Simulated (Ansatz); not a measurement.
Geometry optimisation, Ansatz, RKS B3LYP/6-31G*.

The input (input.yaml):

```yaml
crystal:
  periodic: [false, false, false]
  atoms:
    - { symbol: Cl, position_ang: [-1.357354, -1.385475, 1.033514] }
    - { symbol: C, position_ang: [-0.515322, 0.000451, 0.257406] }
    - { symbol: C, position_ang: [-0.412627, -0.278652, -1.241868] }
    - { symbol: Cl, position_ang: [-1.544768, 1.473975, 0.481595] }
    - { symbol: C, position_ang: [0.919332, 0.142206, 0.88741] }
    - { symbol: Cl, position_ang: [1.329375, 1.696805, 1.69268] }
    - { symbol: H, position_ang: [1.647849, 0.018548, 0.085134] }
    - { symbol: H, position_ang: [1.085308, -0.625348, 1.629156] }
    - { symbol: H, position_ang: [-1.404902, -0.427129, -1.673104] }
    - { symbol: H, position_ang: [0.069724, 0.566947, -1.743308] }
    - { symbol: H, position_ang: [0.183385, -1.182328, -1.408613] }
basis:
  gaussian: { orbitals: "6-31G*" }
hamiltonian:
  xc: b3lyp
relax:
  f_tol: 0.03
  max_steps: 50
```

Launched with:

```bash
$ ansatz run input.yaml --threads 2 --pin off --max-ram 3072MiB --backend cpu --events-out ev --progress --plain --runs-dir out
```

Problem. Where does it end, and by what steps?

Solution. The forces met the threshold. After 14 steps the energy has fallen by 0.374 eV; Cl6 moved furthest, 1.18 Å.

```
step  energy less start (eV)  largest force component (eV/Å)  accepted
   0                  0.0000                           0.433       yes
   1                 -0.0081                           0.280       yes
   2                 -0.0125                           0.155       yes
   3                 -0.0155                           0.038       yes
   4                 -0.0190                           0.053       yes
   5                 -0.0257                           0.077       yes
   6                 -0.0394                           0.117       yes
   7                 -0.0662                           0.175       yes
   8                 -0.1131                           0.237       yes
   9                 -0.1818                           0.309       yes
  10                 -0.2656                           0.476       yes
  11                 -0.3438                           0.189       yes
  12                 -0.3648                           0.173       yes
  13                 -0.3733                           0.057       yes
  14                 -0.3740                           0.019       yes
```

```xyz
11
Properties=species:S:1:pos:R:3
Cl -1.082 -1.758 0.774
C -0.487 -0.106 0.251
C -0.395 -0.072 -1.266
Cl -1.676 1.138 0.818
C 0.847 0.067 0.986
Cl 1.690 1.613 0.577
H 1.517 -0.746 0.701
H 0.690 0.056 2.064
H -1.374 -0.263 -1.708
H -0.038 0.909 -1.589
H 0.307 -0.839 -1.610
```

Whether the end is a true minimum wasn't checked by a vibrational analysis.

The run took 78 s on 2 threads of Intel(R) Xeon(R) Platinum 8259CL CPU @ 2.50GHz (Skylake/Cascade Lake) (shared host), peak memory 0.32 GiB.
